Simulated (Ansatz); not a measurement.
# SiPHF (quartet): the correlation ladder, cc-pVDZ

How much of the correlation energy of SiPHF (quartet) does each wave-function method recover here?

Method: cc-pVDZ, core rule «outside noble gas», up to 11 orbitals frozen; program: Ansatz 0.2.0, Gaussian basis.

Plan: UHF; CCSD(T) on ROHF; CCSD(T) on UHF; BCCD(T) on ROHF; CISD; CCSDT(Q) on ROHF; CCSDT(Q) on UHF.

6 further runs of the same task are left out: 1 for a known fault of the program, 5 set aside as unsound or not needed.

## Step 1: The system

The geometry is a PBE0/def2-TZVP stationary point (not a proven minimum) of the parent state, kept for this charge and spin.

4 atoms, charge 0, spin multiplicity 4.

Atoms are counted from 1 here; the program's logs count them from 0.

Bond lengths: F1–P2 1.594 Å, P2–Si3 2.076 Å, P2–H4 1.407 Å. Angles: F1–P2–Si3 130.6°, F1–P2–H4 99.6°, Si3–P2–H4 129.7°.

## Step 2: UHF

in.yaml reads:

```yaml
crystal:
  periodic: [false, false, false]
  atoms:
    - {symbol: F, position_ang: [0.000000, -0.492171, 1.709375]}
    - {symbol: P, position_ang: [0.000000, 0.394562, 0.384582]}
    - {symbol: Si, position_ang: [0.000000, -0.162443, -1.614899]}
    - {symbol: H, position_ang: [0.000000, 1.678340, 0.960284]}
basis:
  gaussian: {orbitals: cc-pVDZ}
magnetization: {spin_polarized: true, initial_magnetization: 3}
hamiltonian: {xc: hf}
output: {orbitals: {seedname: orbitals}}
```

On the command line:

```sh
> ansatz run in.yaml --threads 1 --pin off --events-out ev --progress --plain --max-ram 4096MiB --backend cpu
```

After this run come: CCSD(T) on ROHF; CCSD(T) on UHF; BCCD(T) on ROHF; CISD; CCSDT(Q) on ROHF; CCSDT(Q) on UHF.

**Question.** What will the summary of the whole plan be? Wanted: UCCSDT(Q) from the RHF energy; RMP2 from UCCSDT(Q); UMP2 from UCCSDT(Q); RCCSD from UCCSDT(Q); RCCSD(T) from UCCSDT(Q); UCCSD(T) from UCCSDT(Q); RCCSDT(Q) from UCCSDT(Q); T1 diagnostic.

**Answer**, as computed:

```
                         quantity                      value
    UCCSDT(Q) from the ROHF energy                -10.9792 eV
              RMP2 from UCCSDT(Q)                +1210.3 meV
              UMP2 from UCCSDT(Q)                +1287.0 meV
             RCCSD from UCCSDT(Q)                 +342.1 meV
          RCCSD(T) from UCCSDT(Q)                  +65.3 meV
          UCCSD(T) from UCCSDT(Q)                  +67.3 meV
         RCCSDT(Q) from UCCSDT(Q)                   +2.9 meV
levels within 1 kcal/mol (43 meV)  RCCSDT, UCCSDT, RCCSDT(Q)
                    T1 diagnostic                      0.022
```

What this shows: RCCSD(T) misses by +65.3 meV, 0.6 % of the correlation energy. These misses are within one basis, not against nature; the frozen cores of restricted and unrestricted runs differ, which can shift their rows.

With open shells the CI space here admits some triples and quadruples, so it is larger than plain CISD.
